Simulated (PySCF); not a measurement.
# C2H4O3S: the cost of one run

Programs: PySCF 2.14.0, with routines of our own; each step states its level. All values are computed. Atoms count from 0.

## (1) The starting structure

10 atoms, charge 0, multiplicity 1; geometry from: GFN2-xTB.

## (2) Magnetic properties: GIAO B97-2/pcSseg-1

The job: settings as JSON, then the geometry in Å.

```
{"job": {"kind": "mag", "xc": "B97-2", "basis": "pcSseg-1", "isotopologues": 2}, "charge": 0, "multiplicity": 1}
O      1.053703     1.696017    -0.257457
S      1.327268     0.319912     0.020808
O      2.435533    -0.319696    -0.615965
C     -0.186398    -0.662649    -0.178596
C     -1.427421     0.097856    -0.110289
O     -0.907987    -0.583437     0.997856
H      1.494139     0.214903     1.402549
H     -0.089282    -1.621835    -0.669459
H     -2.334888    -0.314735    -0.536511
H     -1.355786     1.178318    -0.075464
```

Level: GIAO B97-2/pcSseg-1 magnetisability, rotational g tensor and spin-rotation constants, non-relativistic, gas phase.

Command:

```sh
$ OMP_NUM_THREADS=1 python excited_run.py task.json out
```

The driver reads the jobs from task.json and runs them one after another.

**Question.** How long does this run take on 1 thread of Arm Neoverse V1, shared host?

About 12 s.
